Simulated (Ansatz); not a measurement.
Carbon monoxide (`[C-]#[O+]`) at its PBE0-D4/def2-TZVP geometry, where that method's forces vanish. Total charge 0; spin multiplicity 1.

```xyz
2

C    -0.3491   -0.3113   -0.3111
O     0.3491    0.3113    0.3111
```

(1) What forces (eV/Å) does PBE-D4/def2-TZVPP give on these atoms in the Gaussian-basis code of Ansatz? (Best estimate.)

## Answers

(1) Computed: 
```
C1  -0.975 -0.869 -0.869
O2   0.975  0.869  0.869
```
